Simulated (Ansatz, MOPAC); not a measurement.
C2H3F3 (1,1,2-trifluoroethane): methods side by side

The runs start from one conformer, not always the lowest.

C2H3F3, singlet, SMILES `FCC(F)F`. Each level relaxes the structure for itself.

Each level gives the highest harmonic wavenumber at each level's own minimum (cm⁻¹). The values are calculated.

```tsv
level	kind	program	value (cm⁻¹)
AM1	semi-empirical	MOPAC	3072
MNDOD	semi-empirical	MOPAC	3254
PM3	semi-empirical	MOPAC	3025
RM1	semi-empirical	MOPAC	2937
HF/STO-3G	Hartree–Fock	Ansatz	3668
HF/3-21G	Hartree–Fock	Ansatz	3365
HF/6-31G* (Cartesian functions)	Hartree–Fock	Ansatz	3344
PBE/def2-SVP	GGA	Ansatz	3035
PBE0-D4/def2-TZVP	global hybrid	Ansatz	3135
B3LYP/6-31G* (Cartesian functions)	global hybrid	Ansatz	3129
```

Harmonic and unscaled. The values span 2937 to 3668 cm⁻¹. Without the sets that lack polarisation functions the rows with a basis span only 3035 to 3344 cm⁻¹.
